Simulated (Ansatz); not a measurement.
Reaction (hydrogenolysis of a C–O bond): `COC(C)S` + H₂ → `CCS` + CH₃OH

Calculated with Ansatz (gas phase, PBE0-D4/def2-TZVP geometries, no zero-point term in ΔE). CBS: MP2 limit from def2 TZ/QZ plus the TZ coupled-cluster correction, frozen cores. This one scheme is used for every species. Functionals use def2-TZVPP. Each species was taken in one conformer, which may not be the lowest.

`COC(C)S`:

Z-matrix (Å, degrees):
```
C
O 1 1.406
H 1 1.095 2 111.2
H 1 1.098 2 111.1 3 -121.4
H 1 1.089 2 107.0 3 119.6
C 2 1.392 1 114.5 3 62.2
S 6 1.836 2 113.7 1 -67.4
C 6 1.509 2 107.8 1 167.8
H 6 1.101 2 110.3 1 47.1
H 7 1.343 6 95.5 2 -69.9
H 8 1.092 6 110.1 2 61.1
H 8 1.089 6 110.6 2 -178.6
H 8 1.092 6 109.7 2 -57.9
```

H₂:

Cartesian coordinates in Å:
```
H 0.335 -0.119 -0.112
H -0.335 0.119 0.112
```

`CCS`:

Cartesian coordinates in Å:
```
C 0.944 0.167 0.094
C -0.392 -0.543 0.148
S -1.624 0.107 -1.012
H 1.362 0.137 -0.914
H 1.656 -0.302 0.779
H 0.843 1.215 0.383
H -0.286 -1.592 -0.140
H -0.811 -0.532 1.156
H -1.692 1.344 -0.494
```

CH₃OH:

Cartesian coordinates in Å:
```
C -0.187 -0.286 -0.101
O 0.651 0.490 0.724
H -0.317 -1.250 0.392
H 0.250 -0.465 -1.091
H -1.179 0.166 -0.232
H 0.781 1.345 0.308
```

| level | ΔE (kcal/mol) | difference from CCSD(T)/CBS |
| --- | --- | --- |
| PBE-D4 | -14.6 | 2.0 |
| revPBE-D4 | -13.4 | 3.2 |
| B2PLYP | -17.5 | -0.9 |
| BLYP | -17.9 | -1.3 |
| r2SCAN0 | -17.0 | -0.4 |
| LC-ωPBE | -18.7 | -2.1 |
| MP2/def2-SVP | -13.5 | 3.1 |
| CCSD/def2-SVP | -15.3 | 1.3 |
| CCSD(T)/def2-TZVPP | -16.3 | 0.3 |
| MP2/def2-QZVPP | -16.0 | 0.6 |
| CCSD(T)/CBS | -16.6 | 0 |

Largest T1 diagnostic among the species: 0.011.

In def2-TZVPP, CCSD(T) changes the Hartree–Fock value by +6.2 kcal/mol (the triples alone add +1.7 kcal/mol) and MP2 by +6.8 kcal/mol. From BLYP to BHLYP (50 % exact exchange), in def2-TZVPP and without D4, ΔE moves by −1.9 kcal/mol.
